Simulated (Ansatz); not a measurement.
Basis-set extrapolation for C3H6O2 (`C1COCO1`) (PBE0-D4/def2-TZVP geometry, frozen core, the Gaussian-basis code of Ansatz). Multiplicity 1, RHF reference.

```
                      def2-TZVPP   def2-QZVPP
                 HF  -266.903628  -266.916058
    MP2 correlation    -0.970072    -1.040004
CCSD(T) correlation    -1.039733      not run
```

Energies in hartree. Use E(X) = E(∞) + A·exp(−7.88·√X) for Hartree–Fock and E(X) = E(∞) + B·X^(−2.97) for correlation, with X = 3 and 4, and add CCSD(T) minus MP2 of the smaller set to the MP2 limit.

Task: What is the CCSD(T) energy at the basis-set limit?

Result: HF limit: -266.916058 + (-0.012430) × 0.13774 = -266.91777. MP2 limit: -1.040004 + (-0.069932) × 0.74074 = -1.09181. Higher-order term: -1.039733 − (-0.970072) = -0.06966. Total: -268.07924 hartree, 356.8 kJ/mol below CCSD(T)/def2-TZVPP.
